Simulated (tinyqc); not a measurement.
RHF in the sto-3g basis, for H2O, spin multiplicity 1, step by step. One step of it, computed by the program tinyqc.

Problem. Iteration 12 (converged): orbitals. Diagonalise F' = X^T F X, C = X C', fill 5 alpha and 5 beta electrons from the bottom; D = 2 C_occ C_occ^T. Each column has its largest component positive (the first on a tie).

converged F (hartree), order 1O 1s, 1O 2s, 1O 2px, 1O 2py, 1O 2pz, 2H 1s, 3H 1s:
$$\begin{pmatrix}
-20.262565 & -5.165104 & 0.000000 & -0.000110 & -0.025497 & -0.859251 & -0.846383 \\
-5.165104 & -2.415642 & 0.000000 & -0.001156 & -0.079185 & -0.807383 & -0.798732 \\
0.000000 & 0.000000 & -0.392054 & 0.000000 & 0.000000 & 0.000000 & 0.000000 \\
-0.000110 & -0.001156 & 0.000000 & -0.234178 & -0.001420 & -0.344987 & 0.343072 \\
-0.025497 & -0.079185 & 0.000000 & -0.001420 & -0.277206 & -0.346407 & -0.344461 \\
-0.859251 & -0.807383 & 0.000000 & -0.344987 & -0.346407 & -0.425735 & -0.279748 \\
-0.846383 & -0.798732 & 0.000000 & 0.343072 & -0.344461 & -0.279748 & -0.419707
\end{pmatrix}$$

X, order 1O 1s, 1O 2s, 1O 2px, 1O 2py, 1O 2pz, 2H 1s, 3H 1s:
$$\begin{pmatrix}
1.023609 & -0.136643 & 0.000000 & -0.000080 & -0.007948 & 0.018843 & 0.018663 \\
-0.136643 & 1.155895 & 0.000000 & 0.001008 & 0.076638 & -0.221184 & -0.217759 \\
0.000000 & 0.000000 & 1.000000 & 0.000000 & 0.000000 & 0.000000 & 0.000000 \\
-0.000080 & 0.001008 & 0.000000 & 1.067041 & 0.000516 & -0.169951 & 0.168368 \\
-0.007948 & 0.076638 & 0.000000 & 0.000516 & 1.043841 & -0.126850 & -0.125192 \\
0.018843 & -0.221184 & 0.000000 & -0.169951 & -0.126850 & 1.132569 & -0.073368 \\
0.018663 & -0.217759 & 0.000000 & 0.168368 & -0.125192 & -0.073368 & 1.129850
\end{pmatrix}$$

Give: F' = X^T F X; orbital energies; coefficients C; D after iteration 12.

Solution.

F' = X^T F X (hartree):
$$\begin{pmatrix}
-19.8882 & -2.6842 & 0.0000 & -0.0002 & -0.0548 & -0.0986 & -0.0955 \\
-2.6842 & -1.3212 & 0.0000 & 0.0007 & 0.1057 & -0.4027 & -0.3975 \\
0.0000 & 0.0000 & -0.3921 & 0.0000 & 0.0000 & 0.0000 & 0.0000 \\
-0.0002 & 0.0007 & 0.0000 & -0.0264 & -0.0002 & -0.3915 & 0.3894 \\
-0.0548 & 0.1057 & 0.0000 & -0.0002 & -0.1364 & -0.3163 & -0.3138 \\
-0.0986 & -0.4027 & 0.0000 & -0.3915 & -0.3163 & -0.0211 & -0.0813 \\
-0.0955 & -0.3975 & 0.0000 & 0.3894 & -0.3138 & -0.0813 & -0.0223
\end{pmatrix}$$

orbital energies (hartree): MO1 -20.2708, MO2 -1.2154, MO3 -0.5373, MO4 -0.4519, MO5 -0.3921, MO6 0.4892, MO7 0.5706

coefficients C, order 1O 1s, 1O 2s, 1O 2px, 1O 2py, 1O 2pz, 2H 1s, 3H 1s:
$$\begin{pmatrix}
0.9945 & -0.2389 & 0.0015 & 0.0968 & 0.0000 & -0.1088 & -0.0041 \\
0.0240 & 0.8851 & -0.0077 & -0.4936 & 0.0000 & 0.6547 & 0.0259 \\
0.0000 & 0.0000 & 0.0000 & 0.0000 & 1.0000 & 0.0000 & 0.0000 \\
0.0000 & 0.0012 & 0.6208 & -0.0058 & 0.0000 & -0.0294 & 0.8998 \\
0.0033 & 0.0899 & 0.0070 & 0.7263 & 0.0000 & 0.7687 & 0.0266 \\
-0.0046 & 0.1442 & 0.4566 & 0.3314 & 0.0000 & -0.6771 & -0.7647 \\
-0.0045 & 0.1422 & -0.4519 & 0.3405 & 0.0000 & -0.7227 & 0.7148
\end{pmatrix}$$

D after iteration 12, order 1O 1s, 1O 2s, 1O 2px, 1O 2py, 1O 2pz, 2H 1s, 3H 1s:
$$\begin{pmatrix}
2.1107 & -0.4707 & 0.0000 & 0.0002 & 0.1042 & -0.0125 & -0.0123 \\
-0.4707 & 2.0554 & 0.0000 & -0.0018 & -0.5579 & -0.0791 & -0.0778 \\
0.0000 & 0.0000 & 2.0000 & 0.0000 & 0.0000 & 0.0000 & 0.0000 \\
0.0002 & -0.0018 & 0.0000 & 0.7708 & 0.0005 & 0.5634 & -0.5647 \\
0.1042 & -0.5579 & 0.0000 & 0.0005 & 1.0714 & 0.5136 & 0.5139 \\
-0.0125 & -0.0791 & 0.0000 & 0.5634 & 0.5136 & 0.6781 & -0.1459 \\
-0.0123 & -0.0778 & 0.0000 & -0.5647 & 0.5139 & -0.1459 & 0.6809
\end{pmatrix}$$
